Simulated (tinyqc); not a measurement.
Worked calculation: CCD on RHF in the sto-3g basis, frozen core, for H2F+, spin multiplicity 1. One step of it, computed by the program tinyqc.

Task: Orthogonalisation. S = U s U^T; canonical form X = U s^(-1/2), so that X^T S X = 1. Each column of U has its largest component positive (the first on a tie).

overlap S, order 1F 1s, 1F 2s, 1F 2px, 1F 2py, 1F 2pz, 2H 1s, 3H 1s:
$$\begin{pmatrix}
1.000000 & 0.237990 & 0.000000 & 0.000000 & 0.000000 & 0.052363 & 0.052363 \\
0.237990 & 1.000000 & 0.000000 & 0.000000 & 0.000000 & 0.465087 & 0.465087 \\
0.000000 & 0.000000 & 1.000000 & 0.000000 & 0.000000 & 0.000000 & 0.000000 \\
0.000000 & 0.000000 & 0.000000 & 1.000000 & 0.000000 & 0.314517 & -0.314517 \\
0.000000 & 0.000000 & 0.000000 & 0.000000 & 1.000000 & 0.169663 & 0.169663 \\
0.052363 & 0.465087 & 0.000000 & 0.314517 & 0.169663 & 1.000000 & 0.231392 \\
0.052363 & 0.465087 & 0.000000 & -0.314517 & 0.169663 & 0.231392 & 1.000000
\end{pmatrix}$$

Give: eigenvalues of S; X.

Result:

eigenvalues of S: [0.3802, 0.4247, 0.9109, 1.0000, 1.0677, 1.3439, 1.8726]

X, order 1F 1s, 1F 2s, 1F 2px, 1F 2py, 1F 2pz, 2H 1s, 3H 1s:
$$\begin{pmatrix}
-0.3345 & 0.0000 & 0.7513 & 0.0000 & -0.6051 & 0.0000 & 0.1673 \\
1.1793 & 0.0000 & -0.2054 & 0.0000 & -0.2327 & 0.0000 & 0.4475 \\
0.0000 & 0.0000 & 0.0000 & 1.0000 & 0.0000 & 0.0000 & 0.0000 \\
0.0000 & 0.9386 & 0.0000 & 0.0000 & 0.0000 & 0.6824 & 0.0000 \\
0.3833 & 0.0000 & 0.6570 & 0.0000 & 0.6916 & 0.0000 & 0.1466 \\
-0.7002 & -0.8584 & -0.1725 & 0.0000 & 0.1379 & 0.3731 & 0.3770 \\
-0.7002 & 0.8584 & -0.1725 & 0.0000 & 0.1379 & -0.3731 & 0.3770
\end{pmatrix}$$
